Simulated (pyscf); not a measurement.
F–Si(SiH₃)(SiH₃)–SiH₃ + CH₃• → H₃C–Si(F)(SiH₃)–SiH₃ + SiH₃•, a substitution at Si (doublet surface; Si–Si broken, C–Si formed). Optimised with ωB97X-D3(BJ)/def2-SVP in PySCF. Energies in eV from the separated reactants.

Small-basis levels: PySCF, no dispersion term, spherical d functions. Open shells are spin-unrestricted. 

Question: Quick HF/STO-3G single points give ΔE‡ = 1.20 eV and ΔE = -0.19 eV. What does ωB97M-D3(BJ)/def2-TZVP give, and how far is the quick result from it?

Answer: ωB97M-D3(BJ)/def2-TZVP gives ΔE‡ = 0.12 eV and ΔE = -0.69 eV. HF/STO-3G lies 1.07 eV over it in the barrier and 0.50 eV over it in the reaction energy, so on this step it does not hold to within 0.13 eV. ωB97M-D3(BJ)/def2-TZVP has limits of its own. On the product side the descent ends in a complex, 0.20 eV under the separated species and 0.78 eV under the saddle at ωB97X-D3(BJ)/def2-TZVP. One saddle was located; it need not be the lowest between these sides. The angle at the attacked Si is 178°.
